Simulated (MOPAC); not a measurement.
MOPAC input (PM7):

```
PM7 PRECISE GNORM=0.05 LET XYZ CHARGE=1 GEO-OK AUX(PRECISION=9) THREADS=1
C2H7O

C     0.02216329 1    1.27259407 1   -0.25454176 1
O     0.03476913 1    0.00145880 1    0.52664644 1
C     0.00976330 1   -1.27429895 1   -0.24666827 1
H     0.07084685 1    2.06943035 1    0.48062170 1
H     0.91860218 1    1.24270488 1   -0.86432977 1
H    -0.88570640 1    1.30663167 1   -0.85134996 1
H     0.05070786 1   -2.06701103 1    0.49340913 1
H    -0.89841275 1   -1.30318417 1   -0.84328195 1
H     0.90643236 1   -1.25691049 1   -0.85660244 1
H    -0.63218269 1    0.00689771 1    1.23562197 1
```

From the last part of the output:

```
                                                       MOPAC v23.2.5 Linux

          FINAL HEAT OF FORMATION =        143.16577 KCAL/MOL =     599.00558 KJ/MOL

          COSMO AREA              =         92.49 SQUARE ANGSTROMS
          COSMO VOLUME            =         74.90 CUBIC ANGSTROMS

          GRADIENT NORM           =          0.02203          =       0.00697 PER ATOM
          IONIZATION POTENTIAL    =         19.010569 EV
          HOMO LUMO ENERGIES (EV) =        -19.011 -6.440
          NO. OF FILLED LEVELS    =         10
          MOLECULAR WEIGHT        =         47.0767         POINT GROUP:  Cs

          MOLECULAR DIMENSIONS (Angstroms)

            Atom       Atom       Distance
            H     7    H     4     4.09959
            H    10    H     5     2.66232
            O     2    H     6     1.68983

          SCF CALCULATIONS        =         27

   ATOM   CHEMICAL          X               Y               Z
  NUMBER   SYMBOL      (ANGSTROMS)     (ANGSTROMS)     (ANGSTROMS)

     1       C          0.01073467  *   1.22723323  *  -0.26346895  *
     2       O          0.10191470  *   0.00128941  *   0.57782005  *
     3       C         -0.00121516  *  -1.22888845  *  -0.25587957  *
     4       H          0.06129792  *   2.05099154  *   0.47058022  *
     5       H          0.91655525  *   1.20842501  *  -0.89228953  *
     6       H         -0.90811953  *   1.25003324  *  -0.85985482  *
     7       H          0.04133770  *  -2.04853365  *   0.48324927  *
     8       H         -0.92027666  *  -1.24641988  *  -0.85213307  *
     9       H          0.90469888  *  -1.22278655  *  -0.88476696  *
    10       H         -0.75537773  *   0.00735262  *   1.18803225  *

                             CARTESIAN COORDINATES

   1    C        0.010734669     1.227233234    -0.263468953
   2    O        0.101914702     0.001289415     0.577820051
   3    C       -0.001215161    -1.228888448    -0.255879567
   4    H        0.061297922     2.050991545     0.470580221
   5    H        0.916555249     1.208425013    -0.892289529
   6    H       -0.908119528     1.250033240    -0.859854823
   7    H        0.041337702    -2.048533654     0.483249273
   8    H       -0.920276661    -1.246419880    -0.852133071
   9    H        0.904698884    -1.222786547    -0.884766961
  10    H       -0.755377733     0.007352620     1.188032250

           Empirical Formula: C2 H7 O  =    10 atoms

      MOLECULAR POINT GROUP   :   Cs

                  EIGENVALUES
 -38.47544 -31.11099 -30.48730 -25.24785 -23.06973 -22.55403 -19.86986 -19.76540
 -19.32194 -19.01057  -6.43967  -3.61475  -2.60290  -0.59636  -0.53772  -0.49667
  -0.46760  -0.01441   0.12085

              NET ATOMIC CHARGES AND DIPOLE CONTRIBUTIONS

  ATOM NO.   TYPE          CHARGE      No. of ELECS.   s-Pop       p-Pop
    1          C          -0.204750        4.2047     1.12853     3.07622
    2          O          -0.125228        6.1252     1.84441     4.28082
    3          C          -0.204738        4.2047     1.12853     3.07621
    4          H           0.198711        0.8013     0.80129
    5          H           0.199787        0.8002     0.80021
    6          H           0.180499        0.8195     0.81950
    7          H           0.198708        0.8013     0.80129
    8          H           0.180500        0.8195     0.81950
    9          H           0.199780        0.8002     0.80022
   10          H           0.376731        0.6233     0.62327
 DIPOLE           X         Y         Z       TOTAL
 POINT-CHG.    -1.287     0.006    -0.134     1.294
 HYBRID        -0.196     0.002     0.391     0.438
 SUM           -1.483     0.008     0.257     1.506

          ATOMIC ORBITAL ELECTRON POPULATIONS

     Atom    s        px        py        pz
    1  C   1.12853   1.20451   0.80765   1.06407
    2  O   1.84441   1.51365   1.33786   1.42931
    3  C   1.12853   1.20451   0.80460   1.06710
    4  H   0.80129
    5  H   0.80021
    6  H   0.81950
    7  H   0.80129
    8  H   0.81950
    9  H   0.80022
   10  H   0.62327

 **********************
 *                    *
 * JOB ENDED NORMALLY *
 *                    *
 **********************

 == MOPAC DONE ==
```

The dipole moment of an ion depends on the origin.
